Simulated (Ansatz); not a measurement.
# [B2H7]-: geometry, orbitals and charge

Aim: characterise [B2H7]- as a singlet: its structure, frontier levels and distribution of charge.

Method: RKS PBE0-D4/def2-TZVPD; program: Ansatz 0.2.0, Gaussian basis.

Plan: relaxation at PBE0-D4/def2-TZVPD; a search for the lowest solution at PBE0-D4/def2-SVP; a single point at PBE0-D4/def2-TZVPD; harmonic vibrations at PBE0-D4/def2-TZVPD.

1 further run of the same task is left out (it didn't finish). Runs told in other sessions of the task aren't counted.

## Step 1: Where the work starts

9 atoms, charge -1, spin multiplicity 1.

Atoms are counted from 1 here; the program's logs count them from 0.

Bond lengths: B1–H2 1.320 Å, B1–H4 1.200 Å, B1–H5 1.200 Å, B1–H6 1.200 Å, H2–B3 1.317 Å, B3–H7 1.200 Å, B3–H8 1.200 Å, B3–H9 1.200 Å. Angles: H2–B1–H4 106.0°, H2–B1–H5 106.1°, H2–B1–H6 106.1°, H4–B1–H5 112.6°, H4–B1–H6 112.6°, H5–B1–H6 112.7°, B1–H2–B3 179.7°, H2–B3–H7 106.1°, H2–B3–H8 106.1°, H2–B3–H9 106.2°, H7–B3–H8 112.6°, H7–B3–H9 112.6°, H8–B3–H9 112.5°.

Coordinates:

```xyz
9

B     0.9990    0.4324   -0.7450
H    -0.0014    0.0031    0.0011
B    -0.9979   -0.4319    0.7443
H     0.6939    1.5350   -1.1060
H     1.9672    0.4302   -0.0364
H     1.0911   -0.3427   -1.6562
H    -1.9029   -0.6579   -0.0111
H    -1.2502    0.4530    1.5150
H    -0.5987   -1.4212    1.2943
```

The ion is computed in the gas phase, without counter-ions or solvent.

The start is a GFN2-xTB geometry.

## Step 2: Relaxation at PBE0-D4/def2-TZVPD

in.yaml reads:

```yaml
crystal:
  periodic: [false, false, false]
  atoms:
    - {symbol: B, position_ang: [0.998980, 0.432440, -0.745020]}
    - {symbol: H, position_ang: [-0.001410, 0.003060, 0.001110]}
    - {symbol: B, position_ang: [-0.997930, -0.431900, 0.744300]}
    - {symbol: H, position_ang: [0.693930, 1.535020, -1.106020]}
    - {symbol: H, position_ang: [1.967190, 0.430160, -0.036430]}
    - {symbol: H, position_ang: [1.091060, -0.342710, -1.656210]}
    - {symbol: H, position_ang: [-1.902880, -0.657850, -0.011110]}
    - {symbol: H, position_ang: [-1.250220, 0.453020, 1.515040]}
    - {symbol: H, position_ang: [-0.598710, -1.421240, 1.294350]}
basis:
  gaussian: {orbitals: def2-TZVPD}
total_charge: -1
hamiltonian: {xc: pbe0, dispersion: d4}
scf: {lower_state_search: "off"}
output: {orbitals: {seedname: orbitals}}
relax: {f_tol: 0.02, max_steps: 100}
```

Command:

```
ansatz run in.yaml --threads 4 --pin off --events-out ev --progress --plain --max-ram 3916MiB
```

After this run come: Searching for the lowest solution, PBE0-D4/def2-SVP; Single point, PBE0-D4/def2-TZVPD; Harmonic vibrations.

**Question.** What will the summary of the whole plan be? Wanted: point group; commonest bond; HOMO, LUMO at PBE0-D4/def2-TZVPD; lowest, highest wavenumber.

The runs gave:

| quantity | value |
| --- | --- |
| point group | C1 |
| commonest bond | B–H, 8 of mean length 1.241 Å |
| HOMO, LUMO at PBE0-D4/def2-TZVPD | -3.00, 3.83 eV |
| lowest, highest wavenumber | 111, 2508 cm⁻¹ |

**Reading.** The molecule keeps its bonding pattern by the stored test; the atoms moved 0.36 Å (rms), and the angle B1–H2–B3 went from 180° to 121°. All wavenumbers are real: a minimum at this level. The point group is read from a loosely relaxed geometry; soft torsions can leave it below the true symmetry.
